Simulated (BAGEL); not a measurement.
# C3H2FO− (SMILES [O-]C1=C(F)C1): HF/STO-3G (density fitting with qzvpp-jkfit)

Aim: the energy change on altering one bond length of C3H2FO− at HF/STO-3G (density fitting with qzvpp-jkfit), from 2 runs. 

The results are computed with BAGEL 1.2.2.

1 further run of the same task is left out (set aside as unsound or not needed).

## 1. Starting point

C3H2FO− has 7 atoms, charge -1, and is taken as a singlet. As SMILES, `[O-]C1=C(F)C1`. The coordinates come from a GFN2-xTB relaxation.

Bond lengths: O1–C2 1.237 Å, C2–C3 1.325 Å, C3–F4 1.405 Å, C2–C5 1.558 Å, C3–C5 1.488 Å, C5–H6 1.096 Å, C5–H7 1.098 Å. Some angles: O1–C2–C3 155.8°, O1–C2–C5 141.0°, C3–C2–C5 61.5°, C2–C3–F4 143.1°, C2–C3–C5 67.0°, F4–C3–C5 132.6°, C2–C5–C3 51.5°, C2–C5–H6 124.5°, C2–C5–H7 116.6°, C3–C5–H6 118.6°.

## 2. The energy at HF/STO-3G (density fitting with qzvpp-jkfit)

File calc.json:

```json
{ "bagel": [

{
  "title": "molecule",
  "basis": "sto-3g",
  "df_basis": "qzvpp-jkfit",
  "angstrom": true,
  "geometry": [
    { "atom": "O", "xyz": [   -0.088150,   -1.939680,    0.917820 ] },
    { "atom": "C", "xyz": [   -0.179940,   -0.866720,    0.308840 ] },
    { "atom": "C", "xyz": [   -0.805360,    0.110490,   -0.330910 ] },
    { "atom": "F", "xyz": [   -1.518170,    0.408720,   -1.504210 ] },
    { "atom": "C", "xyz": [    0.544100,    0.504660,    0.155550 ] },
    { "atom": "H", "xyz": [    0.617470,    1.259410,    0.946190 ] },
    { "atom": "H", "xyz": [    1.430040,    0.523130,   -0.493280 ] }
  ]
},
{ "title": "hf", "charge": -1 },
{ "title": "print", "file": "orbitals.molden", "orbitals": true }

]}
```

Command:

```
$ BAGEL_NUM_THREADS=1 BAGEL calc.json > calc.out
```

What it wrote:

```text
* using 1 threads per process

  ===============================================================
  ===============================================================

  *** Geometry ***

  { "atom" : "O", "xyz" : [     -0.166579,     -3.665464,      1.734428 ] },
  { "atom" : "C", "xyz" : [     -0.340037,     -1.637863,      0.583623 ] },
  { "atom" : "C", "xyz" : [     -1.521910,      0.208796,     -0.625329 ] },
  { "atom" : "F", "xyz" : [     -2.868926,      0.772369,     -2.842545 ] },
  { "atom" : "C", "xyz" : [      1.028200,      0.953669,      0.293947 ] },
  { "atom" : "H", "xyz" : [      1.166849,      2.379940,      1.788040 ] },
  { "atom" : "H", "xyz" : [      2.702384,      0.988572,     -0.932164 ] },

  Number of auxiliary basis functions:      415

  Since a DF basis is specified, we compute 2- and 3-index integrals:
    o Being stored without compression. Storage requirement is 0.002 GB

  Number of basis functions:       27
  Number of electrons      :       37

    * METHOD: MOLECULE                             0.21

  *** RHF ***

  === Nuclear Repulsion ===
   149.4653144007

      * DIIS with orbital gradients will be used.

  === RHF iteration (sto-3g) ===
      0       -284.82637169          0.02237634           0.02
      1       -284.91526669          0.01550472           0.02
      2       -284.96256454          0.00233274           0.02
      3       -284.96530417          0.00072853           0.02
      4       -284.96557640          0.00031419           0.02
      5       -284.96565202          0.00014044           0.02
      6       -284.96566868          0.00004640           0.02
      7       -284.96567050          0.00001312           0.02
      8       -284.96567062          0.00000570           0.02
      9       -284.96567064          0.00000229           0.02
     10       -284.96567064          0.00000087           0.02
     11       -284.96567064          0.00000038           0.02
     12       -284.96567064          0.00000016           0.02
     13       -284.96567064          0.00000006           0.02
     14       -284.96567064          0.00000003           0.02
     15       -284.96567064          0.00000001           0.02
     16       -284.96567064          0.00000000           0.02
    * SCF iteration converged.

    * Permanent dipole moment:
           (    0.071768,    -0.512533,     0.620841) a.u.

    * METHOD: HF                                   0.41

    * METHOD: PRINT                                0.00

  ===============================================================
```

Run time: 0.83 s. Hardware: 1 thread of Arm Neoverse N1, shared host.

## 3. The distorted shape at the same level

File job.json:

```json
{ "bagel": [

{
  "title": "molecule",
  "basis": "sto-3g",
  "df_basis": "qzvpp-jkfit",
  "angstrom": "true",
  "geometry": [
    { "atom": "O", "xyz": [   -0.099153,   -2.052867,    0.799250 ] },
    { "atom": "C", "xyz": [   -0.190943,   -0.979907,    0.190270 ] },
    { "atom": "C", "xyz": [   -0.816363,   -0.002697,   -0.449480 ] },
    { "atom": "F", "xyz": [   -1.529173,    0.295533,   -1.622780 ] },
    { "atom": "C", "xyz": [    0.533097,    0.391473,    0.036980 ] },
    { "atom": "H", "xyz": [    0.617470,    1.259410,    0.946190 ] },
    { "atom": "H", "xyz": [    1.419037,    0.409943,   -0.611850 ] }
  ]
},
{
  "title": "hf",
  "charge": -1
},
{
  "title": "print",
  "file": "orbitals.molden",
  "orbitals": "true"
}

]}
```

Command:

```
$ BAGEL_NUM_THREADS=1 BAGEL job.json > job.out
```

What it wrote:

```text
* using 1 threads per process

  ===============================================================
  ===============================================================

  *** Geometry ***

  { "atom" : "O", "xyz" : [     -0.187372,     -3.879356,      1.510364 ] },
  { "atom" : "C", "xyz" : [     -0.360830,     -1.851756,      0.359558 ] },
  { "atom" : "C", "xyz" : [     -1.542702,     -0.005097,     -0.849394 ] },
  { "atom" : "F", "xyz" : [     -2.889718,      0.558476,     -3.066610 ] },
  { "atom" : "C", "xyz" : [      1.007407,      0.739777,      0.069882 ] },
  { "atom" : "H", "xyz" : [      1.166849,      2.379940,      1.788040 ] },
  { "atom" : "H", "xyz" : [      2.681591,      0.774680,     -1.156229 ] },

  Number of auxiliary basis functions:      415

  Since a DF basis is specified, we compute 2- and 3-index integrals:
    o Being stored without compression. Storage requirement is 0.002 GB

  Number of basis functions:       27
  Number of electrons      :       37

    * METHOD: MOLECULE                             0.19

  *** RHF ***

  === Nuclear Repulsion ===
   148.8156472593

      * DIIS with orbital gradients will be used.

  === RHF iteration (sto-3g) ===
      0       -284.80621190          0.02264641           0.02
      1       -284.89572676          0.01591401           0.02
      2       -284.94528337          0.00239922           0.02
      3       -284.94820444          0.00073472           0.02
      4       -284.94848676          0.00031538           0.02
      5       -284.94856165          0.00014270           0.02
      6       -284.94857892          0.00004631           0.02
      7       -284.94858075          0.00001322           0.02
      8       -284.94858087          0.00000589           0.02
      9       -284.94858089          0.00000234           0.02
     10       -284.94858090          0.00000082           0.02
     11       -284.94858090          0.00000032           0.02
     12       -284.94858090          0.00000014           0.02
     13       -284.94858090          0.00000005           0.02
     14       -284.94858090          0.00000002           0.02
     15       -284.94858090          0.00000001           0.02
    * SCF iteration converged.

    * Permanent dipole moment:
           (    0.100263,    -0.437260,     0.695607) a.u.

    * METHOD: HF                                   0.38

    * METHOD: PRINT                                0.00

  ===============================================================
```

It took 0.74 s on 1 thread of Arm Neoverse N1, shared host.

## 4. What came out

Level: HF/STO-3G (density fitting with qzvpp-jkfit).

| quantity | value |
| --- | --- |
| first shape: total energy | -284.96567 Eh |
| first shape: HOMO energy | 2.22 eV |
| first shape: LUMO energy | 16.67 eV |
| first shape: HOMO–LUMO gap (to an unbound level, set by the basis) | 14.45 eV |
| distorted shape: total energy | -284.94858 Eh |
| distorted shape: HOMO energy | 2.14 eV |
| distorted shape: LUMO energy | 16.57 eV |
| distorted shape: HOMO–LUMO gap (to an unbound level, set by the basis) | 14.43 eV |
| energy change with the C5–H6 bond stretched from 1.096 to 1.260 Å | 0.465 eV |

With the C5–H6 bond stretched from 1.096 to 1.260 Å the energy rises by 0.47 eV (44.9 kJ/mol). The first shape isn't relaxed at this level, so the change isn't measured from a minimum. The minimal basis adds a large error of its own. The HOMO (first shape) lies at positive energy, 2.22 eV: the electron is unbound at this level or held by a compact basis; values depend on the basis. The HOMO (distorted shape) lies at positive energy, 2.14 eV: the electron is unbound at this level or held by a compact basis; values depend on the basis.
